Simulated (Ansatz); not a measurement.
Geometry optimisation, RKS BHLYP-D4/6-31G* (Ansatz).

Input:

```yaml
crystal:
  periodic: [false, false, false]
  atoms:
    - { symbol: Si, position_ang: [-0.733412, -0.063624, -0.514884] }
    - { symbol: H, position_ang: [0.035632, -0.059226, 2.043464] }
    - { symbol: H, position_ang: [0.488486, 0.608846, -0.024301] }
    - { symbol: H, position_ang: [-1.041893, 0.600631, -1.811893] }
    - { symbol: "N", position_ang: [-0.429873, -1.765325, -0.629206] }
    - { symbol: H, position_ang: [-1.211306, -2.398829, -0.582291] }
    - { symbol: H, position_ang: [0.260504, -2.114692, -1.272062] }
    - { symbol: Si, position_ang: [-2.486596, 0.250065, 0.872631] }
    - { symbol: H, position_ang: [-3.750913, 0.343066, 0.104617] }
    - { symbol: H, position_ang: [-2.632265, -0.872721, 1.8247] }
    - { symbol: H, position_ang: [-2.333641, 1.502865, 1.643235] }
    - { symbol: H, position_ang: [-0.445223, -0.160555, 2.54819] }
basis:
  gaussian: { orbitals: "6-31G*" }
hamiltonian:
  xc: { name: BHLYP }
  dispersion: d4
relax:
  f_tol: 0.03
  max_steps: 50
```

Run as:

```bash
$ ansatz run input.yaml --threads 1 --pin off --max-ram 2048MiB --backend cpu --events-out ev --progress --plain --runs-dir out
```

Problem. Where does it end, and by what steps?

Solution. The run converged. The force dipped under the threshold on the way, but the program's further checks kept it going. After 24 steps the energy has fallen by 0.234 eV; H12 moved furthest, 1.17 Å.

```csv
step,energy less start (eV),largest force component (eV/Å),accepted
0,0.0000,1.077,yes
1,-0.1521,0.154,yes
2,-0.1871,0.119,yes
3,-0.1988,0.127,yes
4,-0.2052,0.152,yes
5,-0.2164,0.069,yes
6,-0.2063,0.466,no
7,-0.2224,0.020,yes
8,-0.2252,0.103,yes
9,-0.2252,0.243,yes
10,-0.2285,0.122,yes
11,-0.2296,0.054,yes
12,-0.2304,0.037,yes
13,-0.2310,0.043,yes
14,-0.2313,0.027,yes
15,-0.2316,0.070,yes
16,-0.2318,0.090,yes
17,-0.2321,0.093,yes
18,-0.2321,0.144,no
19,-0.2325,0.026,yes
20,-0.2329,0.075,yes
21,-0.2330,0.132,yes
22,-0.2334,0.080,yes
23,-0.2329,0.292,no
24,-0.2337,0.013,yes
```

```xyz
12
Properties=species:S:1:pos:R:3
Si -0.732 -0.186 -0.563
H 0.418 0.250 2.779
H 0.519 0.049 0.190
H -0.750 0.822 -1.657
N -0.725 -1.838 -1.072
H -1.555 -2.241 -1.465
H 0.094 -2.217 -1.514
Si -2.599 0.167 0.792
H -3.838 -0.189 0.061
H -2.541 -0.655 2.019
H -2.696 1.590 1.184
H 0.125 0.318 3.450
```

Whether the end is a true minimum wasn't checked by a vibrational analysis.

Time of the run: 86 s on 1 thread of Arm Neoverse V1, on a shared host, peak memory 0.14 GiB.
